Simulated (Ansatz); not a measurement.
## Ansatz (development build ahead of 0.2.0) run

```yaml
crystal:
  periodic: [false, false, false]
  atoms:
    - { symbol: Mg, position_ang: [0.0, 0.0, -0.64314] }
    - { symbol: O, position_ang: [0.0, 0.0, 0.96471] }
basis:
  gaussian: { orbitals: def2-TZVP }
hamiltonian:
  xc: hf
```

The input is written out in the form of the current development build from the run's settings.

Output:

| Property | Result |
| --- | --- |
| Converged | yes |
| Total energy | -274.36800 hartree |
| Spin squared of the determinant | 0.000 |

Caution: in another basis set an unrestricted determinant lies well below.
